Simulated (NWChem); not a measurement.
# Atomisation of ClNa

```
Na
Cl 1 2.3476
```
Charge 0, spin multiplicity 1.

Program: NWChem. All single points use one geometry, from PBE/def2-SVP, a minimum by its harmonic frequencies.

Basis set: def2-QZVP. The atomisation energy is electronic alone: no zero-point, thermal, spin-orbit or counterpoise terms. No value is extrapolated to the basis-set limit. Free atoms are single determinants with multiplicities Na 2, Cl 2.

B3LYP has NWChem's definition, with VWN1-RPA local correlation. The structure started from a generated list of species. The stability of the SCF solutions was not checked. Open-shell Hartree-Fock references start from PBE0 orbitals.

One of these methods gave an atomisation energy of 69.7 kcal/mol. Which?
A. B3LYP
B. r2SCAN
C. HF
D. BHandHLYP

C, HF. The others give 90.7 (BHandHLYP), 96.7 (r2SCAN), 92.4 (B3LYP).
